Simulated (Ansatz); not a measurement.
Voigt–Reuss–Hill bulk modulus (GPa) of solids drawn from the class of tetrahedrally bonded semiconductors and semimetals, at two levels: PBE (plane waves, PAW; Ansatz, an electronic-structure program), and B3LYP (VWN-RPA form) in Ansatz (plane waves, PAW).

| solid | PBE | B3LYP (VWN-RPA form) |
|---|---|---|
| wurtzite CdS | 53.3 | 53.5 |
| 2H-SiC | 214 | ? |
| wurtzite ZnO | 129 | 137 |
| wurtzite GaN | 172 | 183 |
| wurtzite AlN | 193 | 204 |
| wurtzite BN (high-pressure phase) | 372 | 385 |

Q: Estimate the withheld B3LYP (VWN-RPA form) value from the other rows.

A: One way: carry over the typical ratio. The ratios B3LYP (VWN-RPA form) / PBE of the other rows, in order: 1.004, 1.035, 1.057, 1.062, 1.064; median 1.057. 2H-SiC: 214 × 1.057 = 226 GPa; the run gives 219 GPa. The ratios spread from 1.004 to 1.064, so such an estimate is rough.

Of 6 rows, B3LYP (VWN-RPA form) is the larger in 6 and the smaller in 0.

Ansatz's runs of these crystals have no spin polarisation.

Each level is taken at its own relaxed cell. Ansatz's density-functional and Hartree–Fock values are scalar-relativistic unless marked +SOC, with PAW data made under PBE.
